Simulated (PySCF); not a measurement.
# Building multiplets from coupling constants

Atoms are numbered as in `[CH:1]#[C:2][C:3]1([F:4])[CH2:5][CH2:6]1`. Each H is labelled by its parent atom.

[PySCF 2.14: structure optimised with PBE0-D3(BJ)/def2-SVP; σ from GIAO-B97-2/pcSseg-2; J couplings at B3LYP/pcJ-1 (spin–dipole term only in couplings to heteroatoms); rapidly exchanging positions averaged; non-relativistic Hamiltonian; one conformer; no solvent]

Referencing at the same level of theory: $^{13}$C (σref 183.46), $^{1}$H (σref 31.36) vs TMS; $^{19}$F (σref 177.41) vs CFCl3.

Spectrometer: 500 MHz for $^{1}$H. First-order analysis; couplings under 1 Hz (under 4 Hz in carbon signals) are ignored, and nearly equal couplings are merged; the smaller ones broaden or split the lines further.

(1) What pattern does C3 show in the proton-coupled $^{13}$C spectrum?

(2) What pattern does F4 show ($^{19}$F)?

(3) What pattern does C1 show in the proton-coupled $^{13}$C spectrum?

(4) What pattern does H(C1) show ($^{1}$H)?

## Answers

(1) A doublet of quartets at δ 69.3: 276.3 Hz to F4 (1 × $^{19}$F, 1 bond away), 4.6 Hz to H(C1) and Ha(C5)/Hb(C6) (3 × $^{1}$H, 2 or 3 bonds away). Lines in Hz from the centre (relative intensity): +145.1 (1), +140.4 (3), +135.8 (3), +131.2 (1), -131.2 (1), -135.8 (3), -140.4 (3), -145.1 (1). The outer lines are 290.1 Hz apart, the sum of the couplings kept, or 2.307 ppm at this field.

(2) A triplet of triplets of doublets at δ -202.7: 16.0 Hz to Ha(C5)/Hb(C6) (2 × $^{1}$H, 3 bonds away), 5.0 Hz to Hb(C5)/Ha(C6) (2 × $^{1}$H, 3 bonds away), 4.3 Hz to H(C1) (1 × $^{1}$H, 4 bonds away). Lines in Hz from the centre (relative intensity): +23.1 (1), +18.9 (1), +18.1 (2), +13.8 (2), +13.2 (1), +8.8 (1), +7.2 (2), +2.9 (2), +2.1 (4), -2.1 (4), -2.9 (2), -7.2 (2), -8.8 (1), -13.2 (1), -13.8 (2), -18.1 (2), -18.9 (1), -23.1 (1). The outer lines are 46.3 Hz apart, the sum of the couplings kept, or 0.098 ppm at this field.

(3) A doublet of doublets at δ 79.2: 276.0 Hz to H(C1) (1 × $^{1}$H, 1 bond away), 9.3 Hz to F4 (1 × $^{19}$F, 3 bonds away). Lines in Hz from the centre (relative intensity): +142.7 (1), +133.3 (1), -133.3 (1), -142.7 (1). The outer lines are 285.3 Hz apart, the sum of the couplings kept, or 2.269 ppm at this field.

(4) A doublet at δ 2.39: 4.3 Hz to F4 (1 × $^{19}$F, 4 bonds away). Lines in Hz from the centre (relative intensity): +2.1 (1), -2.1 (1). The outer lines are 4.3 Hz apart, the sum of the couplings kept, or 0.009 ppm at this field.

Unscaled 3J(H,H) at this level run about 10 % above measured values.
